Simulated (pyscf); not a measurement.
A first-order saddle from PySCF, ωB97X-D3(BJ)/def2-SVP:

```
Ge
O 1 1.6139
H 1 1.6025 2 165.89
Cl 3 1.7827 1 92.13 2 0.29
```
Charge 0, spin multiplicity 1.

Surface: singlet, charge 0. Lowest wavenumbers (cm⁻¹): 1335i, 166, 364, 413, 1041.

Q: Which two sides does it connect, and which bonds change?

A: O=Ge: [singlet] + HCl ⇌ O=GeH–Cl, an insertion read from left to right: Cl–H broken and Cl–Ge, Ge–H formed. At CCSD(T)/def2-TZVPP + ΔMP2(QZVPP) it lies +1.86 eV from the left side and +1.88 eV from the right (each side as separated species at their lowest minima found). The same reactants have a lower exit, to HO–Ge:–Cl [singlet] (barrier -0.12 eV at ωB97M-D3(BJ)/def2-TZVP, against +1.89 eV here). O=GeH–Cl lies 2.03 eV over its isomer HO–Ge:–Cl [singlet] (electronic energy, ωB97M-D3(BJ)/def2-TZVP). One saddle was located; it need not be the lowest between these sides. The CCSD(T) − MP2 part came from Ansatz, without density fitting, on the same reference. The frozen core leaves the outer d or s,p core shells of the metals and heavy elements correlated in the MP2 and CC values, and def2-TZVPP describes them poorly, which can shift differences by a few kcal/mol. Elements up to Kr have no core potential and no relativistic terms here.
